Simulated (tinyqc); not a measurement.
Worked calculation (part 1 of 2): CCD on RHF in the sto-3g basis, frozen core, for H3O+, spin multiplicity 1. Computed by tinyqc, a small Python program that keeps every step (integrals from PySCF). Settings: charge = 1, multiplicity = 1, basis = sto-3g, method = RHF, frozen orbitals = 1, energy threshold = 1e-10, iteration cap = 62, orthogonalisation = canonical, start = Wolfsberg-Helmholz matrix, DIIS depth = 6, amplitude equations = CCD, DIIS depth for amplitudes = 0, cap on updates = 71. Command: `OMP_NUM_THREADS=1 python tinyqc.py 24703 24704 out.jsonl` (the two numbers bound the seeds that draw the settings). One thread of a shared host (Intel(R) Xeon(R) Processor @ 2.60GHz), about 0.1 s of CPU time with the checks. The early iterations of the SCF are left out here.

## One-electron integrals

Geometry (angstrom):
```
atom          x          y         z
O      0.000000   0.000000  0.117000
H      0.923000   0.000000  0.000000
H     -0.461000   0.799000  0.000000
H     -0.461000  -0.799000  0.000000
```

Basis sto-3g: exponents (1/bohr^2) and contraction coefficients of normalised primitives:
```
element  l (shell)    exponent  coefficient
O            s (1)  130.709320     0.154329
O            s (1)   23.808861     0.535328
O            s (1)    6.443608     0.444635
O            s (2)    5.033151    -0.099967
O            s (2)    1.169596     0.399513
O            s (2)    0.380389     0.700115
O            p (3)    5.033151     0.155916
O            p (3)    1.169596     0.607684
O            p (3)    0.380389     0.391957
H            s (1)    3.425251     0.154329
H            s (1)    0.623914     0.535328
H            s (1)    0.168855     0.444635
```

Overlap, kinetic and nuclear-attraction integrals over the contracted functions; the nuclear repulsion is the sum of Za Zb / Rab.

nuclear repulsion = 14.64923550 hartree

overlap S, lower triangle:
```
           1O 1s     1O 2s     1O 2px     1O 2py     1O 2pz     2H 1s     3H 1s     4H 1s
1O 1s   1.000000
1O 2s   0.236704  1.000000
1O 2px  0.000000  0.000000   1.000000
1O 2py  0.000000  0.000000   0.000000   1.000000
1O 2pz  0.000000  0.000000   0.000000   0.000000   1.000000
2H 1s   0.057516  0.492563   0.399408   0.000000  -0.050629  1.000000
3H 1s   0.057590  0.492924  -0.199694   0.346107  -0.050681  0.222711  1.000000
4H 1s   0.057590  0.492924  -0.199694  -0.346107  -0.050681  0.222711  0.222737  1.000000
```

kinetic energy T (hartree), lower triangle:
```
            1O 1s     1O 2s     1O 2px     1O 2py     1O 2pz     2H 1s     3H 1s     4H 1s
1O 1s   29.003200
1O 2s   -0.168011  0.808128
1O 2px   0.000000  0.000000   2.528731
1O 2py   0.000000  0.000000   0.000000   2.528731
1O 2pz   0.000000  0.000000   0.000000   0.000000   2.528731
2H 1s   -0.000470  0.141902   0.302910   0.000000  -0.038397  0.760032
3H 1s   -0.000426  0.142178  -0.151594   0.262741  -0.038474  0.002552  0.760032
4H 1s   -0.000426  0.142178  -0.151594  -0.262741  -0.038474  0.002552  0.002557  0.760032
```

nuclear attraction V (hartree), lower triangle:
```
             1O 1s       1O 2s      1O 2px      1O 2py      1O 2pz      2H 1s      3H 1s      4H 1s
1O 1s   -62.325432
1O 2s    -7.587128  -10.732113
1O 2px    0.000011    0.000082  -10.721882
1O 2py    0.000000    0.000000    0.000000  -10.722174
1O 2pz    0.006206    0.072216   -0.000022    0.000000  -10.531774
2H 1s    -1.897229   -4.267454   -3.094169    0.000000    0.413910  -6.253525
3H 1s    -1.899698   -4.271295    1.547331   -2.681833    0.414415  -1.567299  -6.255693
4H 1s    -1.899698   -4.271295    1.547331    2.681833    0.414415  -1.567299  -1.567829  -6.255693
```

core Hamiltonian H = T + V (hartree), lower triangle:
```
             1O 1s      1O 2s     1O 2px     1O 2py     1O 2pz      2H 1s      3H 1s      4H 1s
1O 1s   -33.322232
1O 2s    -7.755139  -9.923985
1O 2px    0.000011   0.000082  -8.193151
1O 2py    0.000000   0.000000   0.000000  -8.193443
1O 2pz    0.006206   0.072216  -0.000022   0.000000  -8.003043
2H 1s    -1.897699  -4.125552  -2.791259   0.000000   0.375513  -5.493494
3H 1s    -1.900124  -4.129117   1.395737  -2.419093   0.375941  -1.564747  -5.495661
4H 1s    -1.900124  -4.129117   1.395737   2.419093   0.375941  -1.564747  -1.565273  -5.495661
```

## Two-electron integrals

Functions are numbered as in S; the eight-fold symmetry (ij|kl) = (ji|kl) = (kl|ij) leaves the list below.

Two-electron integrals (ij|kl) in chemists' order, unique and non-zero (hartree):
```
(11|11) 4.785065    (21|11) 0.741380    (21|21) 0.136873    (22|11) 1.118947
(22|21) 0.256633    (22|22) 0.817206    (31|31) 0.024477    (32|31) 0.037809
(32|32) 0.180518    (33|11) 1.115814    (33|21) 0.256684    (33|22) 0.817023
(33|33) 0.880159    (41|41) 0.024477    (42|41) 0.037809    (42|42) 0.180518
(43|43) 0.047444    (44|11) 1.115814    (44|21) 0.256684    (44|22) 0.817023
(44|33) 0.785270    (44|44) 0.880159    (51|51) 0.024477    (52|51) 0.037809
(52|52) 0.180518    (53|53) 0.047444    (54|54) 0.047444    (55|11) 1.115814
(55|21) 0.256684    (55|22) 0.817023    (55|33) 0.785270    (55|44) 0.785270
(55|55) 0.880159    (61|11) 0.183210    (61|21) 0.033514    (61|22) 0.062354
(61|31) 0.001523    (61|32) 0.002839    (61|33) 0.062589    (61|44) 0.062237
(61|51) -0.000193   (61|52) -0.000360   (61|53) -0.000045   (61|55) 0.062243
(61|61) 0.008312    (62|11) 0.422621    (62|21) 0.098042    (62|22) 0.342968
(62|31) 0.007250    (62|32) 0.054170    (62|33) 0.353635    (62|44) 0.337345
(62|51) -0.000919   (62|52) -0.006867   (62|53) -0.002065   (62|55) 0.337607
(62|61) 0.024426    (62|62) 0.174610    (63|11) 0.291957    (63|21) 0.068642
(63|22) 0.256510    (63|31) 0.015014    (63|32) 0.098987    (63|33) 0.279586
(63|44) 0.244736    (63|51) -0.000568   (63|52) -0.004903   (63|53) -0.002972
(63|55) 0.244929    (63|61) 0.017898    (63|62) 0.158633    (63|63) 0.168177
(64|41) 0.010535    (64|42) 0.060311    (64|43) 0.011404    (64|54) -0.001446
(64|64) 0.025616    (65|11) -0.037009   (65|21) -0.008701   (65|22) -0.032515
(65|31) -0.000568   (65|32) -0.004903   (65|33) -0.032549   (65|44) -0.031023
(65|51) 0.010607    (65|52) 0.060932    (65|53) 0.011598    (65|55) -0.033939
(65|61) -0.002269   (65|62) -0.020108   (65|63) -0.018071   (65|65) 0.027907
(66|11) 0.544943    (66|21) 0.128471    (66|22) 0.513014    (66|31) 0.012895
(66|32) 0.130384    (66|33) 0.553258    (66|44) 0.492093    (66|51) -0.001635
(66|52) -0.016527   (66|53) -0.007753   (66|55) 0.493076    (66|61) 0.032334
(66|62) 0.321053    (66|63) 0.333374    (66|65) -0.042259   (66|66) 0.774606
(71|11) 0.183447    (71|21) 0.033558    (71|22) 0.062434    (71|31) -0.000762
(71|32) -0.001420   (71|33) 0.062405    (71|41) 0.001321    (71|42) 0.002462
(71|43) -0.000153   (71|44) 0.062581    (71|51) -0.000193   (71|52) -0.000360
(71|53) 0.000022    (71|54) -0.000039   (71|55) 0.062323    (71|61) 0.008173
(71|62) 0.023572    (71|63) 0.016115    (71|64) 0.000674    (71|65) -0.002191
(71|66) 0.030744    (71|71) 0.008333    (72|11) 0.423011    (72|21) 0.098132
(72|22) 0.343262    (72|31) -0.003626   (72|32) -0.027090   (72|33) 0.341707
(72|41) 0.006285    (72|42) 0.046952    (72|43) -0.007055   (72|44) 0.349864
(72|51) -0.000920   (72|52) -0.006875   (72|53) 0.001033    (72|54) -0.001791
(72|55) 0.337899    (72|61) 0.023564    (72|62) 0.139871    (72|63) 0.096555
(72|64) 0.015420    (72|65) -0.015625   (72|66) 0.210024    (72|71) 0.024480
(72|72) 0.174885    (73|11) -0.146003   (73|21) -0.034327   (73|22) -0.128269
(73|31) 0.011666    (73|32) 0.070034    (73|33) -0.135292   (73|41) -0.001940
(73|42) -0.016750   (73|43) 0.012492    (73|44) -0.126898   (73|51) 0.000284
(73|52) 0.002453    (73|53) -0.001829   (73|54) 0.000661    (73|55) -0.122478
(73|61) -0.007464   (73|62) -0.034878   (73|63) -0.004792   (73|64) -0.003037
(73|65) 0.003780    (73|66) -0.036440   (73|71) -0.008962   (73|72) -0.079382
(73|73) 0.061305    (74|11) 0.253051    (74|21) 0.059495    (74|22) 0.222315
(74|31) -0.001940   (74|32) -0.016750   (74|33) 0.214716    (74|41) 0.013909
(74|42) 0.089401    (74|43) -0.010221   (74|44) 0.239710    (74|51) -0.000492
(74|52) -0.004251   (74|53) 0.000661    (74|54) -0.002594   (74|55) 0.212277
(74|61) 0.014286    (74|62) 0.091316    (74|63) 0.062299    (74|64) 0.029394
(74|65) -0.010011   (74|66) 0.138058    (74|71) 0.015533    (74|72) 0.137585
(74|73) -0.061777   (74|74) 0.132732    (75|11) -0.037055   (75|21) -0.008712
(75|22) -0.032554   (75|31) 0.000284    (75|32) 0.002453    (75|33) -0.031441
(75|41) -0.000492   (75|42) -0.004251   (75|43) 0.000661    (75|44) -0.032206
(75|51) 0.010618    (75|52) 0.060993    (75|53) -0.005801   (75|54) 0.010054
(75|55) -0.033980   (75|61) -0.002191   (75|62) -0.015629   (75|63) -0.010566
(75|64) -0.001729   (75|65) 0.021487    (75|66) -0.025694   (75|71) -0.002274
(75|72) -0.020147   (75|73) 0.009046    (75|74) -0.015679   (75|75) 0.027958
(76|11) 0.150016    (76|21) 0.035040    (76|22) 0.130804    (76|31) 0.001067
(76|32) 0.009110    (76|33) 0.131613    (76|41) 0.001846    (76|42) 0.015762
(76|43) 0.000453    (76|44) 0.132133    (76|51) -0.000541   (76|52) -0.004616
(76|53) -0.000524   (76|54) -0.000906   (76|55) 0.128532    (76|61) 0.008606
(76|62) 0.063665    (76|63) 0.053736    (76|64) 0.006526    (76|65) -0.008245
(76|66) 0.116164    (76|71) 0.008617    (76|72) 0.063709    (76|73) -0.021205
(76|74) 0.049826    (76|75) -0.008252   (76|76) 0.027562    (77|11) 0.545210
(77|21) 0.128533    (77|22) 0.513212    (77|31) -0.006449   (77|32) -0.065187
(77|33) 0.507565    (77|41) 0.011177    (77|42) 0.112982    (77|43) -0.026486
(77|44) 0.538189    (77|51) -0.001637   (77|52) -0.016544   (77|53) 0.003878
(77|54) -0.006722   (77|55) 0.493268    (77|61) 0.030719    (77|62) 0.209921
(77|63) 0.137768    (77|64) 0.037410    (77|65) -0.025678   (77|66) 0.326434
(77|71) 0.032392    (77|72) 0.321354    (77|73) -0.166721   (77|74) 0.288958
(77|75) -0.042313   (77|76) 0.116164    (77|77) 0.774606    (81|11) 0.183447
(81|21) 0.033558    (81|22) 0.062434    (81|31) -0.000762   (81|32) -0.001420
(81|33) 0.062405    (81|41) -0.001321   (81|42) -0.002462   (81|43) 0.000153
(81|44) 0.062581    (81|51) -0.000193   (81|52) -0.000360   (81|53) 0.000022
(81|54) 0.000039    (81|55) 0.062323    (81|61) 0.008173    (81|62) 0.023572
(81|63) 0.016115    (81|64) -0.000674   (81|65) -0.002191   (81|66) 0.030744
(81|71) 0.008183    (81|72) 0.023593    (81|73) -0.008643   (81|74) 0.013629
(81|75) -0.002193   (81|76) 0.008363    (81|77) 0.030758    (81|81) 0.008333
(82|11) 0.423011    (82|21) 0.098132    (82|22) 0.343262    (82|31) -0.003626
(82|32) -0.027090   (82|33) 0.341707    (82|41) -0.006285   (82|42) -0.046952
(82|43) 0.007055    (82|44) 0.349864    (82|51) -0.000920   (82|52) -0.006875
(82|53) 0.001033    (82|54) 0.001791    (82|55) 0.337899    (82|61) 0.023564
(82|62) 0.139871    (82|63) 0.096555    (82|64) -0.015420   (82|65) -0.015625
(82|66) 0.210024    (82|71) 0.023593    (82|72) 0.139978    (82|73) -0.061631
(82|74) 0.075953    (82|75) -0.015642   (82|76) 0.052325    (82|77) 0.210066
(82|81) 0.024480    (82|82) 0.174885    (83|11) -0.146003   (83|21) -0.034327
(83|22) -0.128269   (83|31) 0.011666    (83|32) 0.070034    (83|33) -0.135292
(83|41) 0.001940    (83|42) 0.016750    (83|43) -0.012492   (83|44) -0.126898
(83|51) 0.000284    (83|52) 0.002453    (83|53) -0.001829   (83|54) -0.000661
(83|55) -0.122478   (83|61) -0.007464   (83|62) -0.034878   (83|63) -0.004792
(83|64) 0.003037    (83|65) 0.003780    (83|66) -0.036440   (83|71) -0.008643
(83|72) -0.061631   (83|73) 0.046500    (83|74) -0.032668   (83|75) 0.006780
(83|76) -0.017028   (83|77) -0.101269   (83|81) -0.008962   (83|82) -0.079382
(83|83) 0.061305    (84|11) -0.253051   (84|21) -0.059495   (84|22) -0.222315
(84|31) 0.001940    (84|32) 0.016750    (84|33) -0.214716   (84|41) 0.013909
(84|42) 0.089401    (84|43) -0.010221   (84|44) -0.239710   (84|51) 0.000492
(84|52) 0.004251    (84|53) -0.000661   (84|54) -0.002594   (84|55) -0.212277
(84|61) -0.014286   (84|62) -0.091316   (84|63) -0.062299   (84|64) 0.029394
(84|65) 0.010011    (84|66) -0.138058   (84|71) -0.013629   (84|72) -0.075953
(84|73) 0.032668    (84|74) -0.021931   (84|75) 0.008291    (84|76) -0.029523
(84|77) -0.100650   (84|81) -0.015533   (84|82) -0.137585   (84|83) 0.061777
(84|84) 0.132732    (85|11) -0.037055   (85|21) -0.008712   (85|22) -0.032554
(85|31) 0.000284    (85|32) 0.002453    (85|33) -0.031441   (85|41) 0.000492
(85|42) 0.004251    (85|43) -0.000661   (85|44) -0.032206   (85|51) 0.010618
(85|52) 0.060993    (85|53) -0.005801   (85|54) -0.010054   (85|55) -0.033980
(85|61) -0.002191   (85|62) -0.015629   (85|63) -0.010566   (85|64) 0.001729
(85|65) 0.021487    (85|66) -0.025694   (85|71) -0.002193   (85|72) -0.015642
(85|73) 0.006780    (85|74) -0.008291   (85|75) 0.021506    (85|76) -0.006570
(85|77) -0.025702   (85|81) -0.002274   (85|82) -0.020147   (85|83) 0.009046
(85|84) 0.015679    (85|85) 0.027958    (86|11) 0.150016    (86|21) 0.035040
(86|22) 0.130804    (86|31) 0.001067    (86|32) 0.009110    (86|33) 0.131613
(86|41) -0.001846   (86|42) -0.015762   (86|43) -0.000453   (86|44) 0.132133
(86|51) -0.000541   (86|52) -0.004616   (86|53) -0.000524   (86|54) 0.000906
(86|55) 0.128532    (86|61) 0.008606    (86|62) 0.063665    (86|63) 0.053736
(86|64) -0.006526   (86|65) -0.008245   (86|66) 0.116164    (86|71) 0.008363
(86|72) 0.052325    (86|73) -0.017028   (86|74) 0.029523    (86|75) -0.006570
(86|76) 0.022955    (86|77) 0.079330    (86|81) 0.008617    (86|82) 0.063709
(86|83) -0.021205   (86|84) -0.049826   (86|85) -0.008252   (86|86) 0.027562
(87|11) 0.150075    (87|21) 0.035053    (87|22) 0.130844    (87|31) -0.002131
(87|32) -0.018197   (87|33) 0.132431    (87|44) 0.131394    (87|51) -0.000541
(87|52) -0.004618   (87|53) 0.001047    (87|55) 0.128573    (87|61) 0.008355
(87|62) 0.052300    (87|63) 0.034081    (87|65) -0.006566   (87|66) 0.079336
(87|71) 0.008621    (87|72) 0.063723    (87|73) -0.032525   (87|74) 0.043305
(87|75) -0.008255   (87|76) 0.022958    (87|77) 0.116180    (87|81) 0.008621
(87|82) 0.063723    (87|83) -0.032525   (87|84) -0.043305   (87|85) -0.008255
(87|86) 0.022958    (87|87) 0.027569    (88|11) 0.545210    (88|21) 0.128533
(88|22) 0.513212    (88|31) -0.006449   (88|32) -0.065187   (88|33) 0.507565
(88|41) -0.011177   (88|42) -0.112982   (88|43) 0.026486    (88|44) 0.538189
(88|51) -0.001637   (88|52) -0.016544   (88|53) 0.003878    (88|54) 0.006722
(88|55) 0.493268    (88|61) 0.030719    (88|62) 0.209921    (88|63) 0.137768
(88|64) -0.037410   (88|65) -0.025678   (88|66) 0.326434    (88|71) 0.030758
(88|72) 0.210066    (88|73) -0.101269   (88|74) 0.100650    (88|75) -0.025702
(88|76) 0.079330    (88|77) 0.326449    (88|81) 0.032392    (88|82) 0.321354
(88|83) -0.166721   (88|84) -0.288958   (88|85) -0.042313   (88|86) 0.116164
(88|87) 0.116180    (88|88) 0.774606
```

## Orthogonalisation

S = U s U^T; canonical form X = U s^(-1/2), so that X^T S X = 1. Each column of U has its largest component positive (the first on a tie).

eigenvalues of S: 0.312429  0.386653  0.386971  0.964848  1.015487  1.390327  1.390610  2.152676

X:
```
                1          2          3          4          5          6          7          8
1O 1s   -0.333885   0.000000   0.000822   0.817222   0.529011  -0.000038   0.000000   0.130407
1O 2s    1.408923   0.000000  -0.002719  -0.026357   0.095675  -0.000008   0.000000   0.414494
1O 2px  -0.002295   0.000000  -1.002644   0.000127   0.000050   0.662910   0.000000  -0.000044
1O 2py   0.000000   1.003122   0.000000   0.000000   0.000000   0.000000   0.662816   0.000000
1O 2pz  -0.133031   0.000000   0.000222  -0.563043   0.821418   0.000015   0.000000  -0.039860
2H 1s   -0.599142   0.000000   1.027199  -0.130219  -0.083692   0.432009   0.000000   0.302195
3H 1s   -0.603124  -0.888833  -0.511729  -0.130215  -0.083698  -0.215840   0.374021   0.302338
4H 1s   -0.603124   0.888833  -0.511729  -0.130215  -0.083698  -0.215840  -0.374021   0.302338
```

## Iteration 7 (converged): orbitals

converged F (hartree), lower triangle:
```
             1O 1s      1O 2s     1O 2px     1O 2py     1O 2pz      2H 1s      3H 1s      4H 1s
1O 1s   -20.849917
1O 2s    -5.310659  -3.018623
1O 2px    0.000010   0.000125  -0.969552
1O 2py    0.000000   0.000000   0.000000  -0.969892
1O 2pz    0.008939   0.052930  -0.000026   0.000000  -0.922206
2H 1s    -1.306966  -1.306220  -0.676885   0.000000   0.106051  -0.951630
3H 1s    -1.308622  -1.307324   0.338413  -0.586501   0.106150  -0.462929  -0.952454
4H 1s    -1.308622  -1.307324   0.338413   0.586501   0.106150  -0.462929  -0.463143  -0.952454
```

Diagonalise F' = X^T F X, C = X C', fill 5 alpha and 5 beta electrons from the bottom; D = 2 C_occ C_occ^T. Each column has its largest component positive (the first on a tie).

F' = X^T F X (hartree), lower triangle:
```
           1          2          3           4          5          6          7          8
1  -0.273119
2   0.000000   0.342625
3   0.001832   0.000000   0.341974
4   1.617862   0.000000  -0.005026  -13.237550
5   1.035608   0.000000  -0.003273   -8.423069  -6.679225
6  -0.000001   0.000000   0.068521    0.000801   0.000540  -1.144289
7   0.000000  -0.068574   0.000000    0.000000   0.000000   0.000000  -1.144591
8  -0.074619   0.000000  -0.000315   -4.494276  -3.079449   0.000430   0.000000  -3.265098
```

orbital energies (hartree): MO1 -20.859075, MO2 -1.806398, MO3 -1.147746, MO4 -1.147441, MO5 -0.921451, MO6 0.131926, MO7 0.345132, MO8 0.345780

coefficients C:
```
              MO1        MO2        MO3        MO4        MO5        MO6        MO7        MO8
1O 1s    0.993827  -0.240866   0.000000  -0.000033  -0.026248  -0.172605  -0.000236   0.000000
1O 2s    0.029108   0.866633   0.000000   0.000204   0.128609   1.182489   0.001929   0.000000
1O 2px  -0.000003  -0.000119   0.000000   0.708288  -0.000064   0.001110  -0.971121   0.000000
1O 2py   0.000000   0.000000   0.708222   0.000000   0.000000   0.000000   0.000000   0.971597
1O 2pz  -0.001311  -0.054306   0.000000   0.000061   0.990972  -0.161413  -0.000265   0.000000
2H 1s   -0.005505   0.098087   0.000000   0.384358  -0.032685  -0.684143   1.043802   0.000000
3H 1s   -0.005512   0.098211   0.332773  -0.192083  -0.032666  -0.682732  -0.523278  -0.905085
4H 1s   -0.005512   0.098211  -0.332773  -0.192083  -0.032666  -0.682732  -0.523278   0.905085
```

D after iteration 7, lower triangle:
```
            1O 1s     1O 2s     1O 2px     1O 2py     1O 2pz      2H 1s      3H 1s     4H 1s
1O 1s    2.092795
1O 2s   -0.366379  1.536880
1O 2px   0.000007  0.000065   1.003343
1O 2py   0.000000  0.000000   0.000000   1.003156
1O 2pz  -0.028466  0.160692  -0.000028   0.000000   1.969954
2H 1s   -0.056504  0.161440   0.544453   0.000000  -0.075373   0.316901
3H 1s   -0.056540  0.161425  -0.272119   0.471354  -0.075418  -0.126194   0.316753
4H 1s   -0.056540  0.161425  -0.272119  -0.471354  -0.075418  -0.126194  -0.126198  0.316753
```

## Convergence

Stop when the energy changes by less than 1e-10 hartree and every element of the error matrix X^T (F D S - S D F) X is below 3e-06.

Course of the cycle:
```
iteration   E (hartree)     change  largest element of the error matrix
1          -75.16392148          -                             7.70e-01
2          -75.30857255  -1.45e-01                             1.15e-01
3          -75.31747312  -8.90e-03                             2.27e-02
4          -75.31774231  -2.69e-04                             1.53e-03
5          -75.31774435  -2.04e-06                             4.71e-04
6          -75.31774466  -3.10e-07                             3.95e-06
7          -75.31774466  -1.54e-11                             3.94e-08
```

PySCF RHF in the same basis = -75.31774466 hartree

Converged in 7 iterations.
